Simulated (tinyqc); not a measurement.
Worked calculation: UHF in the sto-6g basis, for BH2+, spin multiplicity 1. This run ends on a higher stationary point, not on the lowest solution. One step of it, computed by the program tinyqc.

Question. Iteration 1: building the Fock matrix. J_ij = sum D_kl (ij|kl) with D = D(alpha) + D(beta), K_ij = sum D_kl (ik|jl) for each spin; F = H + J - K(s); E = tr D H + tr D J / 2 - 0.5 sum_s tr D(s) K(s) + E_nn.

D(alpha) at the start, lower triangle:
```
            1B 1s      1B 2s     1B 2px     1B 2py     1B 2pz     2H 1s     3H 1s
1B 1s    1.072463
1B 2s   -0.274234   1.033322
1B 2px   0.000000   0.000000   0.415016
1B 2py   0.000000   0.000000   0.512998   0.634111
1B 2pz  -0.084375   0.350112   0.000000   0.000000   0.118699
2H 1s    0.023609  -0.079373  -0.043010  -0.053164  -0.026872  0.010561
3H 1s    0.023609  -0.079373   0.043010   0.053164  -0.026872  0.001646  0.010561
```

D(beta) at the start, lower triangle:
```
            1B 1s      1B 2s     1B 2px     1B 2py     1B 2pz     2H 1s     3H 1s
1B 1s    1.072463
1B 2s   -0.274234   1.033322
1B 2px   0.000000   0.000000   0.415016
1B 2py   0.000000   0.000000  -0.512998   0.634111
1B 2pz  -0.084375   0.350112   0.000000   0.000000   0.118699
2H 1s    0.023609  -0.079373   0.043010  -0.053164  -0.026872  0.010561
3H 1s    0.023609  -0.079373  -0.043010   0.053164  -0.026872  0.001646  0.010561
```

core Hamiltonian H = T + V (hartree), lower triangle:
```
             1B 1s      1B 2s     1B 2px     1B 2py     1B 2pz      2H 1s      3H 1s
1B 1s   -13.065948
1B 2s    -3.242692  -3.994369
1B 2px    0.000000   0.000000  -3.206619
1B 2py    0.000000   0.000000   0.000000  -3.298337
1B 2pz   -0.007976  -0.075651   0.000000   0.000000  -3.226047
2H 1s    -0.265506  -0.842950   0.000000  -0.807813  -0.378572  -2.193102
3H 1s    -0.265506  -0.842950   0.000000   0.807813  -0.378572  -0.063205  -2.193102
```

Two-electron integrals (ij|kl) in chemists' order, unique and non-zero (hartree):
```
(11|11) 2.924993    (21|11) 0.480756    (21|21) 0.099484    (22|11) 0.743449
(22|21) 0.188967    (22|22) 0.544922    (31|31) 0.021096    (32|31) 0.030854
(32|32) 0.120443    (33|11) 0.743450    (33|21) 0.188967    (33|22) 0.544922
(33|33) 0.587109    (41|41) 0.021096    (42|41) 0.030854    (42|42) 0.120443
(43|43) 0.031641    (44|11) 0.743450    (44|21) 0.188967    (44|22) 0.544922
(44|33) 0.523827    (44|44) 0.587109    (51|51) 0.021096    (52|51) 0.030854
(52|52) 0.120443    (53|53) 0.031641    (54|54) 0.031641    (55|11) 0.743450
(55|21) 0.188967    (55|22) 0.544922    (55|33) 0.523827    (55|44) 0.523827
(55|55) 0.587109    (61|11) 0.040078    (61|21) 0.008055    (61|22) 0.015241
(61|33) 0.015160    (61|41) 0.000579    (61|42) 0.001121    (61|44) 0.015360
(61|51) 0.000266    (61|52) 0.000516    (61|54) 0.000092    (61|55) 0.015203
(61|61) 0.000677    (62|11) 0.125847    (62|21) 0.032721    (62|22) 0.107692
(62|33) 0.104423    (62|41) 0.003413    (62|42) 0.022171    (62|44) 0.112516
(62|51) 0.001571    (62|52) 0.010204    (62|54) 0.003725    (62|55) 0.106137
(62|61) 0.002835    (62|62) 0.033677    (63|31) 0.002944    (63|32) 0.014423
(63|43) 0.003849    (63|53) 0.001771    (63|63) 0.003068    (64|11) 0.119645
(64|21) 0.031466    (64|22) 0.108526    (64|33) 0.103133    (64|41) 0.005655
(64|42) 0.034218    (64|44) 0.117828    (64|51) 0.001248    (64|52) 0.009110
(64|54) 0.004992    (64|55) 0.104616    (64|61) 0.002831    (64|62) 0.039333
(64|64) 0.048104    (65|11) 0.055066    (65|21) 0.014482    (65|22) 0.049949
(65|33) 0.047467    (65|41) 0.001248    (65|42) 0.009110    (65|44) 0.050687
(65|51) 0.003518    (65|52) 0.018616    (65|54) 0.005331    (65|55) 0.051692
(65|61) 0.001303    (65|62) 0.018103    (65|64) 0.020728    (65|65) 0.012608
(66|11) 0.310141    (66|21) 0.082093    (66|22) 0.304873    (66|33) 0.289675
(66|41) 0.008488    (66|42) 0.075902    (66|44) 0.327299    (66|51) 0.003907
(66|52) 0.034934    (66|54) 0.017316    (66|55) 0.297644    (66|61) 0.007174
(66|62) 0.133542    (66|64) 0.167546    (66|65) 0.077112    (66|66) 0.774999
(71|11) 0.040078    (71|21) 0.008055    (71|22) 0.015241    (71|33) 0.015160
(71|41) -0.000579   (71|42) -0.001121   (71|44) 0.015360    (71|51) 0.000266
(71|52) 0.000516    (71|54) -0.000092   (71|55) 0.015203    (71|61) 0.000641
(71|62) 0.002541    (71|64) 0.002357    (71|65) 0.001176    (71|66) 0.006385
(71|71) 0.000677    (72|11) 0.125847    (72|21) 0.032721    (72|22) 0.107692
(72|33) 0.104423    (72|41) -0.003413   (72|42) -0.022171   (72|44) 0.112516
(72|51) 0.001571    (72|52) 0.010204    (72|54) -0.003725   (72|55) 0.106137
(72|61) 0.002541    (72|62) 0.019078    (72|64) 0.017470    (72|65) 0.010045
(72|66) 0.055298    (72|71) 0.002835    (72|72) 0.033677    (73|31) 0.002944
(73|32) 0.014423    (73|43) -0.003849   (73|53) 0.001771    (73|63) 0.001456
(73|73) 0.003068    (74|11) -0.119645   (74|21) -0.031466   (74|22) -0.108526
(74|33) -0.103133   (74|41) 0.005655    (74|42) 0.034218    (74|44) -0.117828
(74|51) -0.001248   (74|52) -0.009110   (74|54) 0.004992    (74|55) -0.104616
(74|61) -0.002357   (74|62) -0.017470   (74|64) -0.015130   (74|65) -0.009084
(74|66) -0.050687   (74|71) -0.002831   (74|72) -0.039333   (74|74) 0.048104
(75|11) 0.055066    (75|21) 0.014482    (75|22) 0.049949    (75|33) 0.047467
(75|41) -0.001248   (75|42) -0.009110   (75|44) 0.050687    (75|51) 0.003518
(75|52) 0.018616    (75|54) -0.005331   (75|55) 0.051692    (75|61) 0.001176
(75|62) 0.010045    (75|64) 0.009084    (75|65) 0.006644    (75|66) 0.029917
(75|71) 0.001303    (75|72) 0.018103    (75|74) -0.020728   (75|75) 0.012608
(76|11) 0.008666    (76|21) 0.002253    (76|22) 0.007510    (76|33) 0.007308
(76|44) 0.007592    (76|51) 0.000187    (76|52) 0.001232    (76|55) 0.007631
(76|61) 0.000186    (76|62) 0.001861    (76|64) 0.001950    (76|65) 0.001089
(76|66) 0.006542    (76|71) 0.000186    (76|72) 0.001861    (76|74) -0.001950
(76|75) 0.001089    (76|76) 0.000139    (77|11) 0.310141    (77|21) 0.082093
(77|22) 0.304873    (77|33) 0.289675    (77|41) -0.008488   (77|42) -0.075902
(77|44) 0.327299    (77|51) 0.003907    (77|52) 0.034934    (77|54) -0.017316
(77|55) 0.297644    (77|61) 0.006385    (77|62) 0.055298    (77|64) 0.050687
(77|65) 0.029917    (77|66) 0.171024    (77|71) 0.007174    (77|72) 0.133542
(77|74) -0.167546   (77|75) 0.077112    (77|76) 0.006542    (77|77) 0.774999
```

nuclear repulsion = 3.27838697 hartree

Give: Coulomb J; exchange K(alpha); exchange K(beta); F(alpha); F(beta); total energy of this density.

Answer.

Coulomb J (hartree), lower triangle:
```
         1B 1s   1B 2s  1B 2px   1B 2py  1B 2pz   2H 1s   3H 1s
1B 1s   8.8975
1B 2s   1.7217  3.6768
1B 2px  0.0000  0.0000  3.6843
1B 2py  0.0000  0.0000  0.0000   3.7016
1B 2pz  0.0340  0.1455  0.0000   0.0000  3.6445
2H 1s   0.1423  0.6976  0.0000   0.6890  0.3314  1.8825
3H 1s   0.1423  0.6976  0.0000  -0.6890  0.3314  0.0489  1.8825
```

exchange K(alpha) (hartree), lower triangle:
```
         1B 1s   1B 2s   1B 2px   1B 2py  1B 2pz   2H 1s   3H 1s
1B 1s   3.0018
1B 2s   0.5139  0.6706
1B 2px  0.0000  0.0000   0.3924
1B 2py  0.0000  0.0000   0.2758   0.4844
1B 2pz  0.0116  0.1980   0.0000   0.0000  0.2211
2H 1s   0.0461  0.1242   0.0427   0.0766  0.0481  0.0449
3H 1s   0.0461  0.1242  -0.0427  -0.0766  0.0481  0.0128  0.0449
```

exchange K(beta) (hartree), lower triangle:
```
         1B 1s   1B 2s   1B 2px   1B 2py  1B 2pz   2H 1s   3H 1s
1B 1s   3.0018
1B 2s   0.5139  0.6706
1B 2px  0.0000  0.0000   0.3924
1B 2py  0.0000  0.0000  -0.2758   0.4844
1B 2pz  0.0116  0.1980   0.0000   0.0000  0.2211
2H 1s   0.0461  0.1242  -0.0427   0.0766  0.0481  0.0449
3H 1s   0.0461  0.1242   0.0427  -0.0766  0.0481  0.0128  0.0449
```

F(alpha) (hartree), lower triangle:
```
          1B 1s    1B 2s   1B 2px   1B 2py   1B 2pz    2H 1s    3H 1s
1B 1s   -7.1702
1B 2s   -2.0349  -0.9882
1B 2px   0.0000   0.0000   0.0853
1B 2py   0.0000   0.0000  -0.2758  -0.0811
1B 2pz   0.0145  -0.1281   0.0000   0.0000   0.1974
2H 1s   -0.1694  -0.2696  -0.0427  -0.1954  -0.0952  -0.3556
3H 1s   -0.1694  -0.2696   0.0427   0.1954  -0.0952  -0.0271  -0.3556
```

F(beta) (hartree), lower triangle:
```
          1B 1s    1B 2s   1B 2px   1B 2py   1B 2pz    2H 1s    3H 1s
1B 1s   -7.1702
1B 2s   -2.0349  -0.9882
1B 2px   0.0000   0.0000   0.0853
1B 2py   0.0000   0.0000   0.2758  -0.0811
1B 2pz   0.0145  -0.1281   0.0000   0.0000   0.1974
2H 1s   -0.1694  -0.2696   0.0427  -0.1954  -0.0952  -0.3556
3H 1s   -0.1694  -0.2696  -0.0427   0.1954  -0.0952  -0.0271  -0.3556
```

total energy of this density = -24.373144 hartree

This density is the starting one.
